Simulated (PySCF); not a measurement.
# C2Al radical: EPR parameters at several levels of theory

Aim: compute the EPR parameters of C2Al radical (`[C]1#[C][Al]1`) at several levels, and see how far they spread and what each costs.

Computed with PySCF 2.14.0, with density-fitted response routines of our own, on a single molecule in the gas phase. Atoms are numbered from 0 throughout.

## Step 1: The molecule as given

3 atoms, charge 0, multiplicity 2; geometry from: GFN2-xTB.

Bonds of the start (Å): C0–C1 1.26, C1–Al2 2.02, Al2–C0 2.02.

## Step 2: Optimising the geometry at PBE0-D3(BJ)/def2-TZVP

What the job is given:

```
{"job": {"xc": "PBE0", "basis": "def2-TZVP", "d3": "d3bj", "grid": 2, "kind": "geom"}, "charge": 0, "multiplicity": 2}
C      0.025440     1.187240     0.129890
C     -0.927760     0.604840    -0.447770
Al     0.401620    -0.797760     0.141480
```

Log:

```text
step   0  E = -318.28780311  max force = 0.027429
step   1  E = -318.29072534  max force = 0.014810
step   2  E = -318.29131353  max force = 0.008837
step   3  E = -318.29152793  max force = 0.001214
step   4  E = -318.29153248  max force = 0.000080
optimisation converged
```

It took 14 s on 2 threads of Intel Xeon Platinum 8488C (Sapphire Rapids), shared host.

Relaxation path:

```
step  energy from step 0 (eV)  largest force component (eV/Å)
   0                   0.0000                          1.4105
   1                  -0.0795                          0.7616
   2                  -0.0955                          0.4544
   3                  -0.1014                          0.0624
   4                  -0.1015                          0.0041
```

Distances of close pairs at the start and the end, largest changes first:

```
  bond  before (Å)  after (Å)  change (Å)
C1–Al2       2.020      1.917      -0.103
C0–Al2       2.020      1.917      -0.103
 C0–C1       1.258      1.265      +0.007
```

The next job starts from the end point, and lists it.

```
                         at the end point                  value
  point group (found at 0.08 Å tolerance)                    C2v
rotational constants (GHz, main isotopes)  52.675, 12.147, 9.871
                        dipole moment (D)                   4.16
                                     ⟨S²⟩                  0.759
```

## Step 3: EPR parameters: B3LYP/pcH-2

What the job is given:

```
{"job": {"kind": "epr", "xc": "B3LYP", "basis": "pcH-2"}, "charge": 0, "multiplicity": 2}
C      0.043664     1.156695     0.137172
C     -0.913528     0.570263    -0.444996
Al     0.369163    -0.732639     0.131423
```

Level: UKS B3LYP, pcH-2 on Al C, non-relativistic, mean-field spin-orbit, GIAO.

Log:

```text
UKS, coarse grid
  cycle   1  E = -318.43696512  |g| = 3.73e-01
  cycle   2  E = -317.83260749  |g| = 9.77e-01
  cycle   3  E = -318.53121443  |g| = 4.26e-02
  cycle   4  E = -318.53240795  |g| = 3.47e-02
  cycle   5  E = -318.53328152  |g| = 1.01e-02
  cycle   6  E = -318.53335821  |g| = 3.12e-03
  cycle   7  E = -318.53336896  |g| = 7.74e-04
  cycle   8  E = -318.53336961  |g| = 5.47e-04
UKS, final grid
  cycle   1  E = -318.53334697  |g| = 1.17e-03
  cycle   2  E = -318.53334243  |g| = 3.18e-03
  cycle   3  E = -318.53334778  |g| = 2.13e-04
  cycle   4  E = -318.53334781  |g| = 7.38e-05
  cycle   5  E = -318.53334784  |g| = 4.81e-05
  cycle   6  E = -318.53334784  |g| = 6.11e-06
E = -318.53334784 Eh   <S^2> = 0.7569 (exact 0.7500)
g shifts (ppm)      1          2          3
  rmc          -141       -141       -141
  gc             31         25         11
  oz_so       -6651      -3385       -452
  total       -6762      -3501       -583
hyperfine (MHz)  atom isotope    a_iso     a_fc   dipolar eigenvalues
    0   13C      62.83      63.03    -26.34    -26.06     52.39
    1   13C      62.80      63.00    -26.34    -26.06     52.39
    2  27Al     942.31     943.10    -47.50    -43.45     90.95
```

It took 13 s on 2 threads of Intel Xeon Platinum 8488C (Sapphire Rapids), shared host.

Principal g values 1.99556, 1.99882, 2.00174; g(iso) = 1.99870, against 2.00232 for a free electron.

Mean a(iso) over the nuclei that a row names, and the largest dipolar term of the row (other rows stand at the frozen geometry):

```
nuclei  isotope  a(iso) (MHz)  a(iso) (G, at g = 2.0023)  largest dipolar term (MHz)
   Al2     27Al         942.3                      336.2                        90.9
C0, C1      13C          62.8                       22.4                        52.4
```

Mulliken spin populations:

```
atom  value (e)
  C0       0.22
  C1       0.22
 Al2       0.57
```

In first order the couplings over 0.8 MHz of 27Al give 6 distinct lines over 1681.2 G, if the averaged nuclei exchange fast.

## Step 4: g tensor and hyperfine couplings: PBE0/pcH-2

What the job is given:

```
{"job": {"kind": "epr", "xc": "PBE0", "basis": "pcH-2"}, "charge": 0, "multiplicity": 2}
C      0.043664     1.156695     0.137172
C     -0.913528     0.570263    -0.444996
Al     0.369163    -0.732639     0.131423
```

Level: UKS PBE0, pcH-2 on Al C, non-relativistic, mean-field spin-orbit, GIAO.

Log:

```text
UKS, coarse grid
  cycle   1  E = -318.21591610  |g| = 3.47e-01
  cycle   2  E = -317.86045453  |g| = 7.79e-01
  cycle   3  E = -318.29519871  |g| = 4.51e-02
  cycle   4  E = -318.29699818  |g| = 2.20e-02
  cycle   5  E = -318.29735883  |g| = 5.94e-03
  cycle   6  E = -318.29739096  |g| = 1.75e-03
  cycle   7  E = -318.29739603  |g| = 5.29e-04
UKS, final grid
  cycle   1  E = -318.29739290  |g| = 6.45e-04
  cycle   2  E = -318.29739207  |g| = 1.43e-03
  cycle   3  E = -318.29739317  |g| = 1.54e-04
  cycle   4  E = -318.29739318  |g| = 8.27e-05
  cycle   5  E = -318.29739319  |g| = 3.87e-05
  cycle   6  E = -318.29739319  |g| = 5.20e-06
E = -318.29739319 Eh   <S^2> = 0.7582 (exact 0.7500)
g shifts (ppm)      1          2          3
  rmc          -134       -134       -134
  gc             29         23         11
  oz_so       -6482      -3392       -399
  total       -6587      -3503       -523
hyperfine (MHz)  atom isotope    a_iso     a_fc   dipolar eigenvalues
    0   13C      52.10      52.28    -24.11    -23.81     47.92
    1   13C      52.07      52.25    -24.11    -23.81     47.92
    2  27Al     924.40     925.19    -47.80    -43.48     91.28
```

Run time: 12 s. Hardware: 2 threads of Intel Xeon Platinum 8488C (Sapphire Rapids), shared host.

This run: g(iso) 1.99878.

## Step 5: EPR parameters: PBE/pcH-2

What the job is given:

```
{"job": {"kind": "epr", "xc": "PBE", "basis": "pcH-2"}, "charge": 0, "multiplicity": 2}
C      0.043664     1.156695     0.137172
C     -0.913528     0.570263    -0.444996
Al     0.369163    -0.732639     0.131423
```

Level: UKS PBE, pcH-2 on Al C, non-relativistic, mean-field spin-orbit, GIAO.

Log:

```text
UKS, coarse grid
  cycle   1  E = -318.15277497  |g| = 4.34e-01
  cycle   2  E = -315.91962696  |g| = 1.62e+00
  cycle   3  E = -318.27838406  |g| = 8.02e-02
  cycle   4  E = -318.26929836  |g| = 1.23e-01
  cycle   5  E = -318.28178910  |g| = 3.18e-02
  cycle   6  E = -318.28266758  |g| = 6.54e-03
  cycle   7  E = -318.28268520  |g| = 3.46e-03
  cycle   8  E = -318.28268308  |g| = 3.96e-03
  cycle   9  E = -318.28269119  |g| = 5.37e-04
UKS, final grid
  cycle   1  E = -318.28268031  |g| = 1.81e-03
  cycle   2  E = -318.28265204  |g| = 6.28e-03
  cycle   3  E = -318.28268290  |g| = 2.97e-04
  cycle   4  E = -318.28268294  |g| = 1.19e-04
  cycle   5  E = -318.28268295  |g| = 1.08e-05
E = -318.28268295 Eh   <S^2> = 0.7546 (exact 0.7500)
g shifts (ppm)      1          2          3
  rmc          -135       -135       -135
  gc             25         20         10
  oz_so       -6386      -3097       -518
  total       -6496      -3212       -643
hyperfine (MHz)  atom isotope    a_iso     a_fc   dipolar eigenvalues
    0   13C      63.57      63.75    -27.00    -26.47     53.48
    1   13C      63.53      63.71    -27.00    -26.47     53.48
    2  27Al     862.56     863.24    -40.92    -37.72     78.64
```

Wall time 9.9 s (2 threads of Intel Xeon Platinum 8488C (Sapphire Rapids), shared host).

Key values: g(iso) 1.99887.

## Step 6: EPR parameters: CAM-B3LYP/pcH-2

What the job is given:

```
{"job": {"kind": "epr", "xc": "CAM-B3LYP", "basis": "pcH-2"}, "charge": 0, "multiplicity": 2}
C      0.043664     1.156695     0.137172
C     -0.913528     0.570263    -0.444996
Al     0.369163    -0.732639     0.131423
```

Method: UKS CAM-B3LYP, pcH-2 on Al C, non-relativistic, mean-field spin-orbit, GIAO.

Log:

```text
UKS, coarse grid
  cycle   1  E = -318.40567336  |g| = 3.04e-01
  cycle   2  E = -318.37440758  |g| = 3.91e-01
  cycle   3  E = -318.46714389  |g| = 2.23e-02
  cycle   4  E = -318.46782025  |g| = 7.25e-03
  cycle   5  E = -318.46790635  |g| = 3.09e-03
  cycle   6  E = -318.46792500  |g| = 7.77e-04
  cycle   7  E = -318.46792732  |g| = 3.13e-04
UKS, final grid
  cycle   1  E = -318.46790699  |g| = 2.06e-04
  cycle   2  E = -318.46790707  |g| = 2.23e-04
  cycle   3  E = -318.46790711  |g| = 9.66e-05
  cycle   4  E = -318.46790714  |g| = 8.75e-05
  cycle   5  E = -318.46790715  |g| = 1.40e-05
E = -318.46790715 Eh   <S^2> = 0.7588 (exact 0.7500)
g shifts (ppm)      1          2          3
  rmc          -139       -139       -139
  gc             34         28         11
  oz_so       -6783      -3709       -370
  total       -6888      -3820       -497
hyperfine (MHz)  atom isotope    a_iso     a_fc   dipolar eigenvalues
    0   13C      49.60      49.79    -23.93    -23.77     47.69
    1   13C      49.58      49.77    -23.93    -23.77     47.69
    2  27Al     988.39     989.29    -53.06    -48.56    101.61
```

Run time: 15 s. Hardware: 2 threads of Intel Xeon Platinum 8488C (Sapphire Rapids), shared host.

This run: g(iso) 1.99858.

## Step 7: Comparing the runs: EPR parameters

g, ⟨S²⟩ and isotropic hyperfine couplings (MHz), with basis size and wall time:

```
            run   g(iso)   ⟨S²⟩  27Al Al2  13C C0 (mean)  functions   time
    B3LYP/pcH-2  1.99870  0.757     942.3           62.8        166   13 s
     PBE0/pcH-2  1.99878  0.758     924.4           52.1        166   12 s
      PBE/pcH-2  1.99887  0.755     862.6           63.6        166  9.9 s
CAM-B3LYP/pcH-2  1.99858  0.759     988.4           49.6        166   15 s
```

## Step 8: Results

| quantity | value |
| --- | --- |
| point group | C2v |
| rotational constants (main isotopes) | 52.68, 12.15, 9.87 GHz |
| g(iso) (B3LYP) | 1.99870 |
| ⟨S²⟩ | 0.757 (exact 0.75) |
| largest a(iso) (averaged by class) | 27Al on Al2, 942.3 MHz |

Single values in the summary come from the first run of each kind that ended normally (B3LYP/pcH-2), which need not be the best level. Relaxing lowered the energy by 0.101 eV in 4 steps; the close pair that moved most is C1–Al2, from 2.020 to 1.917 Å. Al2 carries the largest spin population, 0.57 e. The isotropic g lies 3.6 ppt below the free-electron value. The coupling of 27Al on Al2 runs from 862.6 (PBE/pcH-2) to 988.4 MHz (CAM-B3LYP/pcH-2).
